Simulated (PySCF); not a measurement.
## C5H9N: calculation against experiment

**Measured values to compare with.**

Beach, A photoelectron spectroscopic study of bonding in inorganic and organometallic compounds, PhD thesis, LBL 1985 lists, for the gas: C 1s binding energy of C1 291.83 eV; C 1s binding energy of C3 292.84 eV; C 1s binding energy of C4/C5/C6 291.06 eV; N 1s binding energy of N2 406.05 eV.

How close the calculation comes is told at the end.

Species: C₅H₉N.
Numbering: `[C-:1]#[N+:2][C:3]([CH3:4])([CH3:5])[CH3:6]` (hydrogens: H7, H8, H9 on C4; H10, H11, H12 on C5; H13, H14, H15 on C6)

Structure used (PBE0-D3(BJ)/def2-SVP), in Å, numbered top down from 1:
```xyz
15
C5H9N angstrom
C      0.1353   -2.4778    1.2781
N      0.0783   -1.4361    0.7423
C      0.0089   -0.1652    0.0858
C     -0.6574    0.8288    1.0395
C      1.4348    0.2767   -0.2500
C     -0.8199   -0.3301   -1.1899
H     -0.7228    1.8178    0.5628
H     -1.6729    0.4965    1.2986
H     -0.0766    0.9247    1.9681
H      1.4139    1.2527   -0.7564
H      2.0385    0.3688    0.6643
H      1.9204   -0.4527   -0.9141
H     -0.8905    0.6341   -1.7143
H     -0.3536   -1.0628   -1.8640
H     -1.8361   -0.6751   -0.9514
```

The PySCF runs (gas phase, on this PBE0-D3(BJ)/def2-SVP geometry; non-relativistic but for the core-level run):

```csv
level,job,basis functions,wall time
"delta-SCF UKS SCAN, pcX-2 on the ionised atom, pcseg-1 elsewhere, spin-free X2C","ΔSCF core ionisation, 4 holes",160,72 s
```

Hardware: an Intel Xeon Platinum 8375C at 2.90 GHz with one thread, shared host.

## Comparison

**Core binding energies.** Delta-SCF UKS SCAN, pcX-2 on the ionised atom, pcseg-1 elsewhere, spin-free X2C (PySCF 2.14.0).

```json
{"level and atom": "C 1s, C1", "computed (eV)": "291.63", "measured (eV)": "291.83", "computed − measured (eV)": "-0.20"}
{"level and atom": "C 1s, C3", "computed (eV)": "292.78", "measured (eV)": "292.84", "computed − measured (eV)": "-0.06"}
{"level and atom": "C 1s, C4/C5/C6", "computed (eV)": "291.04", "measured (eV)": "291.06", "computed − measured (eV)": "-0.02"}
{"level and atom": "N 1s, N2", "computed (eV)": "405.91", "measured (eV)": "406.05", "computed − measured (eV)": "-0.14"}
```

Sources, in the order of the opening: Beach, A photoelectron spectroscopic study of bonding in inorganic and organometallic compounds, PhD thesis, LBL 1985. Against the first value of each row the mean signed difference is -0.10 eV and the largest in size -0.20 eV. The computed values are vertical, without vibrational structure; measured positions hang on the energy calibration. Atoms equivalent by their bonding share one computed value, that of the first of them. The unrestricted hole states depart most from a pure doublet (⟨S²⟩ = 0.75; over 0.85 named) for C 1s of C1 (0.85), which makes this value less certain.

The geometry is computed, not the measured one. Where a level misses, the cause wasn't examined.
